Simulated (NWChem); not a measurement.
Lowest excitation of FLi

```xyz
2

Li     0.0000     0.0000    -1.1467
F      0.0000     0.0000     0.3822
```
Charge 0, spin multiplicity 1.

All runs are NWChem calculations. All single points use one geometry, from B3LYP/def2-SVP, a minimum by its harmonic frequencies.

Basis set: def2-SVPD. CR-EOMCCSD(T) is the triples correction to the same EOM-CCSD root.

```
method         lowest vertical singlet excitation energy (eV)  difference from EOM-CCSD
-------------  ----------------------------------------------  ------------------------
EOM-CCSD                                                 6.69                      0.00
TDA-BHandHLYP                                            6.75                     +0.06
TD-PBE                                                   4.75                     -1.93
CR-EOMCCSD(T)                                            6.90                     +0.22
TD-B3LYP                                                 5.55                     -1.14
CIS                                                      8.49                     +1.80
```

The values span 3.74 eV, from TD-PBE (lowest) to CIS (highest). 

The correlated methods keep 1 core orbital frozen. B3LYP has NWChem's definition, with VWN1-RPA local correlation. The structure started from a generated list of species. Differences from the coupled-cluster row are differences between methods, not errors against experiment.
